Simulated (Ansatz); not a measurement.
Rock-salt HfC, treated with PBEsol (Ansatz, a quantum-chemistry and plane-wave program, plane waves, PAW).

Settings: plane-wave cutoff 520 eV, 16×16×16 k mesh, Fermi–Dirac smearing 0.1 eV, perturbation theory, force constants from a 4×4×4 q mesh, scalar-relativistic PAW data made under PBE.

Computed at the level's own relaxed cell. Harmonic vibrational thermodynamics at fixed volume:

```csv
T (K),S_vib (J/K per mol of atoms),C_V (J/K per mol of atoms),F_vib (eV/atom)
0,0.00,0.00,0.0680
200,12.89,14.77,0.0570
400,25.45,20.99,0.0165
500,30.28,22.24,-0.0125
600,34.41,23.00,-0.0460
700,37.99,23.48,-0.0836
1000,46.51,24.20,-0.2157
```

The crystal is taken as a harmonic solid at every temperature: melting, phase changes and thermal expansion are not seen, nor the electrons' share in a metal.
